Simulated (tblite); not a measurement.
Compound: C5H7O (doublet state).
SMILES: `O1[C](CC=C1)C`

Method: GFN2-xTB as coded in tblite; computed harmonic values from a numerical Hessian at the method's own geometry, unscaled. Errors from tens to a few hundred cm⁻¹ against measured bands are possible. Open shells enter through the occupations alone, without spin polarisation, and single modes of such species can be off by tens of per cent.

Harmonic wavenumbers (cm⁻¹): 69.6, 107.8, 287.3, 302.9, 485.4, 604.4, 728.0, 799.4, 815.0, 854.0, 922.8, 952.1, 1014.8, 1018.2, 1060.4, 1087.3, 1135.8, 1210.1, 1231.2, 1289.0, 1346.2, 1394.8, 1453.3, 1459.5, 1478.3, 1596.7, 2753.3, 2839.7, 2879.8, 2983.5, 3048.8, 3149.9, 3180.6.

A = 7806, B = 3469, C = 2483 MHz; mass 83.050 u (most abundant isotopes); point group C1, symmetry number 1; spin multiplicity 2.

Q: What is the zero-point energy?

A: ½Σν̃ = 22770 cm⁻¹ = 65.10 kcal/mol.

Q: Entropy at 200 K, 1 bar (ideal gas, RRHO, classical rotation)?

A: Translation 37.21, rotation 24.78, vibration 8.27, spin (R ln 2) 1.38: S = 71.6 cal/(mol K).

Q: And Cp and H(200 K) − H(0)?

A: Cp = 17.30 cal/(mol K), of which vibrations give 9.35 (their classical limit is 33 R = 65.6); H(200 K) − H(0) = 2.50 kcal/mol without the zero-point energy, 0.91 from vibrations.

Q: Which modes carry the vibrational entropy at 200 K?

A: 69.6 cm⁻¹: 3.38; 107.8 cm⁻¹: 2.54; 287.3 cm⁻¹: 0.86; 302.9 cm⁻¹: 0.79; 485.4 cm⁻¹: 0.28; 604.4 cm⁻¹: 0.14 cal/(mol K); the other 27 give 0.27 together.

Q: Blend soft modes into free rotors: weight 1/[1 + (100 cm⁻¹/ν̃)⁴] for the oscillator and the rest for a rotor with moment μB/(μ + B), μ = h/(8π²ν), B = 10⁻⁴⁴ kg m². What vibrational entropy results?

A: 7.76 cal/(mol K) in place of 8.27, which changes −T·S at 200 K by +0.10 kcal/mol.

Q: How do the functions run with temperature in this model?

A: 
```
 T (K)  S (cal/(mol K))  Cp (cal/(mol K))  H − H(0) (kcal/mol)  G − H(0) (kcal/mol)  ln q(vib)
    50             53.6              10.4                 0.44                -2.24       0.19
   100             61.5              12.6                 1.02                -5.14       0.73
298.15             79.7              23.7                 4.50               -19.26       3.02
373.15             85.6              29.0                 6.48               -25.46       3.95
   500             95.2              36.9                10.68               -36.93       5.61
   750            112.4              47.9                21.39               -62.93       9.05
  1000            127.3              55.0                34.31               -92.94      12.44
```

q(vib) and H(0) count from the zero-point level.

Q: What must be added to the electronic energy to get the Gibbs energy at 200 K and 1 bar?

A: ZPE + [H(200 K) − H(0)] − T·S = 65.10 + 2.50 − 14.33 = 53.27 kcal/mol.

Hindered rotation and anharmonicity are outside this model. The structure is chiral; the term R ln 2 for an equal mix with its mirror image is left out.
